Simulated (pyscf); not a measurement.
CH₄ + [HS–Zn]• → [H₃C–Zn]• + H₂S, a four-centre exchange (doublet surface; C–H, S–Zn broken, C–Zn, H–S formed). PySCF, gas phase, ωB97X-D3(BJ)/def2-SVP geometries. Energies in kcal/mol from the separated reactants.

Small-basis levels: PySCF, no dispersion term, spherical d functions. AM1 to PM7: differences of heats of formation from MOPAC, which are fitted to 298 K values and so differ in kind from electronic energies by zero-point and thermal terms. Open shells are spin-unrestricted. 

```json
[
 {"level": "SVWN5/6-31G*+LANL2DZ", "barrier": "31.6", "reaction energy": "+31.2"},
 {"level": "PBE/6-31G*+LANL2DZ", "barrier": "42.3", "reaction energy": "+31.8"},
 {"level": "B3LYP/3-21G", "barrier": "?", "reaction energy": "+24.8"},
 {"level": "B3LYP/LANL2DZ", "barrier": "52.9", "reaction energy": "+35.5"},
 {"level": "B3LYP/6-31G*+LANL2DZ", "barrier": "51.3", "reaction energy": "+32.5"},
 {"level": "B3LYP/def2-SVP", "barrier": "44.6", "reaction energy": "+28.7"},
 {"level": "PM3", "barrier": "?", "reaction energy": "+35.2"},
 {"level": "ωB97M-D3(BJ)/def2-TZVP", "barrier": "?", "reaction energy": "+29.8"}
]
```

Task: Some entries are withheld; supply them.

Result: 
- B3LYP/3-21G, barrier: 34.9
- PM3, barrier: 12.2
- ωB97M-D3(BJ)/def2-TZVP, barrier: 47.7

Against the last row the barrier runs from -35.5 (PM3) to +5.1 kcal/mol (B3LYP/LANL2DZ). At PM3 this geometry lies under one side, so the entry may be no barrier of that level: it is a single point on another level's saddle. ωB97M-D3(BJ)/def2-TZVP has limits of its own. One saddle was located; it need not be the lowest between these sides. In the def2 sets elements up to Kr have no core potential.
